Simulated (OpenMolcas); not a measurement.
**BClF (SMILES F[B]Cl), step by step**

Wanted: a single-point energy (UHF/STO-3G), then a single-point energy (CASSCF(3,3)/STO-3G), then the energy (CASPT2(3,3)/STO-3G), then the energy (SC-NEVPT2(3,3)/STO-3G), then a single-point energy (MRCI(3,3)/STO-3G) of BClF. 

The results are computed with OpenMolcas 26.06.

3 further runs of the same task are left out: 1 for a known fault of the program, 2 set aside as unsound or not needed.

### 1 The system as given

The species is BClF (3 atoms), meant as a doublet with charge 0. As SMILES, `F[B]Cl`. The B2–Cl3 distance was set to 2.972 Å, away from the relaxed value. At this shape a bond of the SMILES string is far longer than usual.

Bond lengths: F1–B2 1.321 Å. A long bond or contact: B2–Cl3 2.972 Å.

### 2 The energy at UHF/STO-3G (run 1)

Input file struct.xyz:

```xyz
3

F      0.333596     2.322822     0.425332
B     -0.583524     1.565512    -0.148468
Cl    -0.134740    -1.371190    -0.217610
```

Input file step1.inp:

```
* BClF Hartree-Fock
>>> EXPORT MOLCAS_PRINT=2

&gateway
  baslib
  $CurrDir
  coord
  struct.xyz
  basis
  STO-3G
  group
  NoSym

&seward

&scf
  uhf
  spin
  2
  scramble
  0.25
  prorbitals
  1 1
```

The basis set STO-3G is read from a file made from the Basis Set Exchange's data (not shown).

On the command line:

```
$ export MOLCAS_MEM=1860
$ pymolcas step1.inp > step1.log
```

Standard output:

```text
--- Start Module: gateway ---
[...]
--- Stop Module: gateway /rc=_RC_ALL_IS_WELL_ ---
--- Start Module: seward ---
[...]
      Basis functions           19
--- Stop Module: seward /rc=_RC_ALL_IS_WELL_ ---
--- Start Module: scf ---
[...]
       Convergence after  25 Iterations
[...]
::    Total SCF energy                               -576.8981703557
[...]
      Total spin, S                                     0.5607639724
[...]
      Total electronic charge=   31.000000
      Total            charge=   -0.000000
[...]
      Dipole Moment (debye):
      Origin of the operator (angstrom)=   -0.0738    0.2065   -0.0179
                   X=  3.2919E-01               Y=  1.2470E+00               Z=  3.0914E-01           Total=  1.3263E+00
      Quadrupole Moment (debye*angstrom):
[...]
--- Stop Module: scf /rc=_RC_ALL_IS_WELL_ ---
[...]
```

It took 1.8 s on 1 thread of Arm Neoverse V2, shared host; peak memory 0.37 GiB.

### 3 A single-point energy at CASSCF(3,3)/STO-3G (run 2)

struct.xyz is that of step 2.

Input file step2.inp:

```
* BClF CASSCF
&GATEWAY
BasLib
$CurrDir
Coord
struct.xyz
Basis
STO-3G
Group
NoSym
&SEWARD
&RASSCF
FileOrb
$CurrDir/step1.UnaOrb
Spin
2
Nactel
3 0 0
Inactive
14
Ras2
3
OrbListing
Nothing
OrbAppear
Compact
```

The basis set STO-3G is read from a file made from the Basis Set Exchange's data (not shown).

On the command line:

```
$ export MOLCAS_MEM=1860
$ pymolcas step2.inp > step2.log
```

Standard output:

```text
--- Start Module: gateway ---
[...]
--- Stop Module: gateway /rc=_RC_ALL_IS_WELL_ ---
--- Start Module: seward ---
[...]
      Basis functions           19
--- Stop Module: seward /rc=_RC_ALL_IS_WELL_ ---
--- Start Module: rasscf ---
[...]
      Number of active orbitals                  3
[...]
      Spin quantum number                      0.5
[...]
      Active orbitals                            3
[...]
      Number of CSFs                             8
[...]
      Number of root(s) required                 1
[...]
      Convergence after 19 iterations
[...]
      printout of CI-coefficients larger than  0.05 for root  1
      energy=    -576.912141
      conf/sym  111     Coeff  Weight
             1  2u0  -0.98128 0.96291
             4  udu   0.08677 0.00753
             6  uud   0.05019 0.00252
             8  0u2  -0.15714 0.02469
      Natural orbitals and occupation numbers for root  1
      sym 1:   1.937634   0.999083   0.063284
      ************************************************************************************************************************
      *                                                    Final results                                                     *
[...]
::    RASSCF root number  1 Total energy:   -576.91214089
[...]
      Total electronic charge=   31.000000
      Total            charge=   -0.000000
[...]
      Dipole Moment (debye):
      Origin of the operator (angstrom)=   -0.0738    0.2065   -0.0179
                   X=  3.3451E-01               Y=  1.0391E+00               Z=  2.9002E-01           Total=  1.1295E+00
      Quadrupole Moment (debye*angstrom):
[...]
--- Stop Module: rasscf /rc=_RC_ALL_IS_WELL_ ---
[...]
```

Wall time 1.8 s (1 thread of Arm Neoverse V2, shared host); peak memory 0.37 GiB.

### 4 A single-point energy at CASPT2(3,3)/STO-3G (run 3)

struct.xyz is that of step 3.

Input file step3.inp:

```
&gateway
baslib = $CurrDir
coord = struct.xyz
basis = STO-3G
group = NoSym
&seward
&rasscf
fileorb = $CurrDir/step2.RasOrb
spin = 2
nactel = 3 0 0
inactive = 14
ras2 = 3
orblisting = Nothing
orbappear = Compact
&caspt2
imaginary = 0.1
frozen = 7
```

The basis set STO-3G is read from a file made from the Basis Set Exchange's data (not shown).

On the command line:

```
$ export MOLCAS_MEM=1860
$ pymolcas step3.inp > step3.log
```

Standard output:

```text
--- Start Module: gateway ---
[...]
--- Stop Module: gateway /rc=_RC_ALL_IS_WELL_ ---
[...]
      Basis functions           19
[...]
--- Start Module: rasscf ---
[...]
      Number of active orbitals                  3
[...]
      Spin quantum number                      0.5
[...]
      Active orbitals                            3
[...]
      Number of CSFs                             8
[...]
      Number of root(s) required                 1
[...]
      Convergence after  4 iterations
[...]
      printout of CI-coefficients larger than  0.05 for root  1
      energy=    -576.912141
      conf/sym  111     Coeff  Weight
             1  2u0  -0.98128 0.96291
             4  udu   0.08677 0.00753
             6  uud   0.05019 0.00252
             8  0u2  -0.15714 0.02469
      Natural orbitals and occupation numbers for root  1
      sym 1:   1.937633   0.999083   0.063284
      ************************************************************************************************************************
      *                                                    Final results                                                     *
[...]
::    RASSCF root number  1 Total energy:   -576.91214089
[...]
      Total electronic charge=   31.000000
      Total            charge=   -0.000000
[...]
      Dipole Moment (debye):
      Origin of the operator (angstrom)=   -0.0738    0.2065   -0.0179
                   X=  3.3450E-01               Y=  1.0391E+00               Z=  2.9002E-01           Total=  1.1295E+00
      Quadrupole Moment (debye*angstrom):
[...]
--- Stop Module: rasscf /rc=_RC_ALL_IS_WELL_ ---
--- Start Module: caspt2 ---
[...]
      E2 (Variational):          -0.0552428430
      Total energy:            -576.9673837356
[...]
      Reference weight:           0.97261
[...]
::    CASPT2 Root  1     Total energy:   -576.96738374
[...]
```

Run time: 1.6 s. Hardware: 1 thread of Arm Neoverse V2, shared host; peak memory 0.37 GiB.

### 5 A single-point energy at SC-NEVPT2(3,3)/STO-3G (run 4)

struct.xyz is that of step 4.

Input file step4.inp:

```
* BClF NEVPT2
>>> EXPORT MOLCAS_PRINT=2

&GATEWAY
 BASLIB
 $CurrDir
 COORD
 struct.xyz
 BASIS
 STO-3G
 GROUP
 NoSym

&SEWARD

&RASSCF
 FILEORB
 $CurrDir/step2.RasOrb
 SPIN
 2
 NACTEL
 3 0 0
 INACTIVE
 14
 RAS2
 3
 ORBLISTING
 Nothing
 ORBAPPEAR
 Compact

&CASPT2
 SC-NEVPT2
 FROZEN
 7
```

The basis set STO-3G is read from a file made from the Basis Set Exchange's data (not shown).

On the command line:

```
$ export MOLCAS_MEM=1860
$ pymolcas step4.inp > step4.log
```

Standard output:

```text
--- Start Module: gateway ---
[...]
--- Stop Module: gateway /rc=_RC_ALL_IS_WELL_ ---
[...]
      Basis functions           19
[...]
--- Start Module: rasscf ---
[...]
      Number of active orbitals                  3
[...]
      Spin quantum number                      0.5
[...]
      Active orbitals                            3
[...]
      Number of CSFs                             8
[...]
      Number of root(s) required                 1
[...]
      Convergence after  4 iterations
[...]
      printout of CI-coefficients larger than  0.05 for root  1
      energy=    -576.912141
      conf/sym  111     Coeff  Weight
             1  2u0  -0.98128 0.96291
             4  udu   0.08677 0.00753
             6  uud   0.05019 0.00252
             8  0u2  -0.15714 0.02469
      Natural orbitals and occupation numbers for root  1
      sym 1:   1.937633   0.999083   0.063284
      ************************************************************************************************************************
      *                                                    Final results                                                     *
[...]
::    RASSCF root number  1 Total energy:   -576.91214089
[...]
      Total electronic charge=   31.000000
      Total            charge=   -0.000000
[...]
      Dipole Moment (debye):
      Origin of the operator (angstrom)=   -0.0738    0.2065   -0.0179
                   X=  3.3450E-01               Y=  1.0391E+00               Z=  2.9002E-01           Total=  1.1295E+00
      Quadrupole Moment (debye*angstrom):
[...]
--- Stop Module: rasscf /rc=_RC_ALL_IS_WELL_ ---
[...]
      E2 (Variational):          -0.0518935866
[...]
      E2 (Variational):          -0.0518529130
      Total energy:            -576.9639938055
[...]
      Reference weight:           0.97596
[...]
::    SC-NEVPT2 Root  1     Total energy:   -576.96399381
[...]
```

Run time: 1.6 s. Hardware: 1 thread of Arm Neoverse V2, shared host; peak memory 0.37 GiB.

### 6 The energy at MRCI(3,3)/STO-3G (run 5)

struct.xyz is that of step 5.

Input file step5.inp:

```
&GATEWAY
  BASLIB=$CurrDir
  COORD=struct.xyz
  BASIS=STO-3G
  GROUP=NoSym

&SEWARD

&RASSCF
  FILEORB=$CurrDir/step2.RasOrb
  SPIN=2
  NACTEL=3 0 0
  INACTIVE=14
  RAS2=3
  ORBLISTING=Nothing
  ORBAPPEAR=Compact

&MOTRA
  LUMORB
  FROZEN=7

&GUGA
  ELECTRONS=17
  SPIN=2
  INACTIVE=7
  ACTIVE=3
  CIALL=1

&MRCI
  SDCI
```

The basis set STO-3G is read from a file made from the Basis Set Exchange's data (not shown).

On the command line:

```
$ export MOLCAS_MEM=1860
$ pymolcas step5.inp > step5.log
```

Standard output:

```text
--- Start Module: gateway ---
[...]
      Basis functions           19
[...]
      Number of active orbitals                  3
[...]
      Spin quantum number                      0.5
[...]
      Active orbitals                            3
[...]
      Number of CSFs                             8
[...]
      Number of root(s) required                 1
[...]
      Convergence after  4 iterations
[...]
      printout of CI-coefficients larger than  0.05 for root  1
      energy=    -576.912141
      conf/sym  111     Coeff  Weight
             1  2u0  -0.98128 0.96291
             4  udu   0.08677 0.00753
             6  uud   0.05019 0.00252
             8  0u2  -0.15714 0.02469
      Natural orbitals and occupation numbers for root  1
      sym 1:   1.937633   0.999083   0.063284
      ************************************************************************************************************************
      *                                                    Final results                                                     *
[...]
::    RASSCF root number  1 Total energy:   -576.91214089
[...]
      Dipole Moment (debye):
      Origin of the operator (angstrom)=   -0.0738    0.2065   -0.0179
                   X=  3.3450E-01               Y=  1.0391E+00               Z=  2.9002E-01           Total=  1.1295E+00
      Quadrupole Moment (debye*angstrom):
[...]
--- Start Module: guga ---
[...]
       (But an ACPF correction will be computed)
       USE THE DEFAULT ACPF G-VALUE GFAC=  0.11764705882352941
[...]
                      CI ENERGY:  -576.97879184
[...]
                ACPF CORRECTION:    -0.00365531
[...]
      Total electronic charge=   31.000000
      Total            charge=   -0.000000
[...]
     ACPF CORRECTION:     -0.00365531
[...]
  CI State   1     Total energy:   -576.97879184     QDav:     -0.00417320     QACPF:     -0.00365531
[...]
```

Wall time 2 s (1 thread of Arm Neoverse V2, shared host); peak memory 0.37 GiB.

### 7 Summary of results

```
                                                    quantity          value
                             run 1, UHF/STO-3G: total energy  -576.89817 Eh
                            run 1, UHF/STO-3G: dipole moment         1.33 D
       run 1, UHF/STO-3G: HOMO energy (highest over α and β)       -8.23 eV
        run 1, UHF/STO-3G: LUMO energy (lowest over α and β)        1.98 eV
                                     run 1, UHF/STO-3G: ⟨S²⟩          0.875
                     run 2, CASSCF(3,3)/STO-3G: total energy  -576.91214 Eh
   run 2, CASSCF(3,3)/STO-3G: dipole moment (CASSCF density)         1.13 D
                     run 3, CASPT2(3,3)/STO-3G: total energy  -576.96738 Eh
   run 3, CASPT2(3,3)/STO-3G: dipole moment (CASSCF density)         1.13 D
                  run 4, SC-NEVPT2(3,3)/STO-3G: total energy  -576.96399 Eh
run 4, SC-NEVPT2(3,3)/STO-3G: dipole moment (CASSCF density)         1.13 D
                       run 5, MRCI(3,3)/STO-3G: total energy  -576.97879 Eh
     run 5, MRCI(3,3)/STO-3G: dipole moment (CASSCF density)         1.13 D
```

**Reading.** ⟨S²⟩ (run 1, UHF/STO-3G) is 0.88 where a pure doublet has 0.75: the reference is spin-contaminated. Mulliken charges (run 1, UHF/STO-3G) run from -0.18 on F1 to +0.23 on B2. Mulliken charges (run 4, SC-NEVPT2(3,3)/STO-3G) of the CASSCF density run from -0.18 on F1 to +0.22 on B2; they depend strongly on the basis.
